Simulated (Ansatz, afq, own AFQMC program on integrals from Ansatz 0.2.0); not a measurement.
**AlH₃ + O, triplet: a scan with AFQMC**

```xyz
5

Al   -1.1550    0.0000    0.0000
H    -1.9479    1.3734    0.0000
H    -1.9479   -1.3734    0.0000
H     0.4309    0.0000    0.0000
O     2.1660    0.0000    0.0000
```

A hydrogen atom is moved from one rigid fragment to the other; the Al1–H4 distance tells how far. The two fragments are held close together, so this isn't a minimum-energy path and the start is a compressed complex. Energies in eV count from this geometry (1.586 Å) at the same level; the start stands on UHF, each point on the determinant named.

Basis cc-pVTZ. Only valence electrons are correlated. Integrals, coupled cluster, full CI and functionals: Ansatz 0.2.0; the random walks run on the same integrals in our own AFQMC program. ph-AFQMC/CISD is guided by a CISD state made of CCSD amplitudes; releasing the constraint for a short imaginary time cuts its bias at the price of noise, slowly where states lie close. Error bars are statistical, one sigma.

Cautions, each for one point or more: lower spins were not checked; unrestricted determinant slightly spin contaminated.

```csv
r(Al1–H4) / Å,det.,T1,weight,⟨S²⟩,CCSD(T),ph-AFQMC/CISD,HF,CCSD
1.799,UHF,0.027,0.87,2.04,0.141,0.140 ± 0.008,0.438,0.175
1.905,UHF,0.030,0.87,2.07,0.156,0.152 ± 0.007,0.659,0.211
2.012,UHF,0.027,0.87,2.08,0.023,0.021 ± 0.007,0.704,0.092
2.118,UHF,0.019,0.88,2.05,-0.256,-0.260 ± 0.008,0.488,-0.185
2.331,UHF,0.012,0.89,2.01,-0.773,-0.767 ± 0.007,-0.205,-0.727
```

Weight is that of the determinant in the CISD state; at the start T1 is 0.018 and the weight 0.89, and ⟨S²⟩ is 2.01. Largest departures from phaseless AFQMC with a CISD trial: CCSD(T) -0.006 eV at 2.331 (on UHF) (within the noise), HF 0.748 eV at 2.118 (on UHF), CCSD 0.075 eV at 2.118 (on UHF). The walk's constraint bias lies outside its error bars, so these are departures and not errors.

Some points may be missing: those where a free walk finds a much lower state, and past Zn most of those on another determinant than at the start.

A walk keeps the symmetry of its determinant, which the program's search chose and which needn't be the lowest solution, so a lower state of the same spin and another symmetry isn't excluded.
